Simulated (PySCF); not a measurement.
# Gas-phase XPS of `C[O+](C)CF`, computed

C₃H₈FO (charge +1).
Atom-mapped SMILES: `[CH3:1][O+:2]([CH3:3])[CH2:4][F:5]`

Geometry (GFN2-xTB, Å), atoms numbered from 1 in this order:
```
atom  x, y, z in Å
C1    -0.836   -0.900   -0.650
O2    -0.139   -0.193    0.415
C3    -0.493    1.218    0.438
C4     1.284   -0.384    0.348
F5     1.736    0.140   -0.800
H6    -1.906   -0.776   -0.486
H7    -0.559   -0.513   -1.632
H8    -0.586   -1.958   -0.581
H9    -1.573    1.291    0.548
H10   -0.015    1.676    1.304
H11   -0.172    1.722   -0.476
H12    1.502   -1.460    0.363
H13    1.753    0.138    1.191
```

The calculation used delta-SCF UKS SCAN, pcX-2 on the ionised atom, pcseg-1 elsewhere, spin-free X2C in PySCF 2.14.0. These are vertical core ionisation energies against the vacuum level, from separate self-consistent calculations with and without the core hole.

**Question.** List the computed XPS lines with their assignment.

**Answer.** 
```csv
atom(s),bonded to,level,binding energy (eV),above the level's lowest (eV),count
C1/C3,O and 3 H,C 1s,298.75,0.00,2
C4,"F, O and 2 H",C 1s,301.15,+2.40,1
O2,3 C,O 1s,548.17,0.00,1
F5,C,F 1s,698.91,0.00,1
```

Lowest listed C 1s: C1/C3, bonded to O and 3 H. Highest, 2.40 eV above it: C4, bonded to F, O and 2 H. Summing the Pauling electronegativity differences to the bonded atoms, each weighted by its formal bond order, gives -0.16 for the lowest site and +1.62 for the highest.

**Question.** Which effective nuclear charge Zeff reproduces each element's mean 1s value in the hydrogen-like formula E = 13.606 eV × Zeff²?

**Answer.** C (Z = 6): mean 299.6 eV, Zeff = 4.69, Z − Zeff = 1.31; O (Z = 8): mean 548.2 eV, Zeff = 6.35, Z − Zeff = 1.65; F (Z = 9): mean 698.9 eV, Zeff = 7.17, Z − Zeff = 1.83. Means run over the listed sites, weighted by atom count.

Atoms equivalent by their bonding share one computed value, that of the first of them. The species carries charge +1, so core ionisation leaves charge +2. Geometry: GFN2-xTB, one conformer, isolated ion.
